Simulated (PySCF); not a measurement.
A geometry optimisation, step by step.

Compound: C₆H₇ (charge -1).
Numbering: `[CH3:1][c-:2]1[cH:3][cH:4][cH:5][cH:6]1` (hydrogens: H7, H8, H9 on C1; H10 on C3; H11 on C4; H12 on C5; H13 on C6)
Bond orders are those of one Lewis drawing.

Computed by this run: PBE0-D3(BJ)/def2-TZVP geometry optimisation, gas phase (PySCF 2.14.0); density fitting, grid level 2; the optimiser is geomeTRIC in internal coordinates, started from a GFN2-xTB structure. The frame can shift and turn from step to step; on so coarse a grid that alone can change the energy by a few meV, and forces under 0.02 eV/Å are noise.

Step 0: E = -6330.5555 eV, largest atomic force 0.851 eV/Å
```
atom  x, y, z in Å  |  force x, y, z in eV/Å
C1     -1.942    0.096   -0.104    0.368  -0.056  -0.110
C2     -0.445    0.021   -0.017   -0.774   0.031   0.032
C3      0.430    1.102    0.111   -0.305   0.589   0.046
C4      1.733    0.610    0.140    0.752   0.396   0.038
C5      1.671   -0.778    0.029    0.687  -0.443  -0.032
C6      0.329   -1.142   -0.069   -0.364  -0.559  -0.042
H7     -2.417   -0.699    0.481   -0.096  -0.012   0.026
H8     -2.303   -0.005   -1.138   -0.123   0.012  -0.010
H9     -2.304    1.056    0.275   -0.073   0.046   0.027
H10     0.139    2.146    0.179   -0.034   0.017   0.004
H11     2.637    1.204    0.236   -0.004  -0.013   0.008
H12     2.519   -1.457    0.023   -0.009   0.014   0.010
H13    -0.053   -2.153   -0.164   -0.025  -0.021   0.002
```

Step 1: E = -6330.5793 eV, largest atomic force 0.047 eV/Å
```
atom  x, y, z in Å  |  force x, y, z in eV/Å
C1     -1.973    0.158   -0.133   -0.046   0.007  -0.001
C2     -0.485    0.077   -0.023    0.019   0.003   0.008
C3      0.396    1.166    0.103   -0.015   0.013   0.008
C4      1.715    0.673    0.132    0.000  -0.001  -0.014
C5      1.652   -0.726    0.024    0.007  -0.002  -0.011
C6      0.296   -1.093   -0.072   -0.013  -0.015   0.008
H7     -2.473   -0.648    0.421    0.009   0.019  -0.012
H8     -2.342    0.097   -1.170    0.003   0.002   0.015
H9     -2.346    1.107    0.275    0.004  -0.025  -0.008
H10     0.099    2.209    0.170   -0.008   0.018  -0.002
H11     2.616    1.267    0.234    0.026   0.016   0.009
H12     2.497   -1.406    0.026    0.024  -0.019   0.006
H13    -0.088   -2.105   -0.163   -0.009  -0.015  -0.004
```

Step 2: E = -6330.5795 eV, largest atomic force under 0.02 eV/Å
```
atom  x, y, z in Å  |  force x, y, z in eV/Å
C1     -1.974    0.159   -0.133   -0.007  -0.003  -0.003
C2     -0.485    0.077   -0.022    0.000   0.003   0.011
C3      0.396    1.167    0.104    0.002  -0.017  -0.003
C4      1.715    0.673    0.131    0.013   0.007  -0.005
C5      1.653   -0.727    0.023   -0.006   0.010  -0.006
C6      0.296   -1.094   -0.070   -0.007   0.000   0.003
H7     -2.474   -0.648    0.419    0.002  -0.001  -0.001
H8     -2.342    0.098   -1.170    0.003   0.001   0.001
H9     -2.348    1.105    0.275    0.001  -0.001   0.002
H10     0.098    2.210    0.171    0.001  -0.003  -0.004
H11     2.617    1.268    0.233    0.001  -0.001   0.005
H12     2.499   -1.406    0.026   -0.001   0.002   0.004
H13    -0.089   -2.106   -0.162   -0.001   0.002  -0.003
```

**Question.** Summarise the path.

**Answer.** The energy falls by 0.55 kcal/mol from step 0 to step 2; nine tenths of that is first reached at step 1. It falls at every step. The largest force goes from 0.851 to under 0.02 eV/Å. Among the bonds C3–C4 changes most (a near tie, within 0.001 Å, with another), from 1.394 to 1.409 Å; the atoms move by 0.022 Å rms after alignment.

**Question.** Follow the three bonds and two angles with the largest change from start to end.

**Answer.** 
| step | E above end (kcal/mol) | largest force (eV/Å) | C3–C4 (Å) | C5–C6 (Å) | C4–C5 (Å) | C2–C1–H8 (°) | H7–C1–H9 (°) |
| --- | --- | --- | --- | --- | --- | --- | --- |
| 0 | 0.55 | 0.851 | 1.394 | 1.394 | 1.393 | 112.2 | 108.0 |
| 1 | 0.00 | 0.047 | 1.408 | 1.408 | 1.405 | 113.5 | 107.0 |
| 2 | 0.00 | under 0.02 | 1.409 | 1.409 | 1.406 | 113.6 | 107.0 |

What follows is the cost of the whole optimisation. Hardware: Arm Neoverse N1, one thread, shared host with 32 logical CPUs at a one-minute load of 20. Cost: 71 s of wall time, 0.92 GiB resident at most.
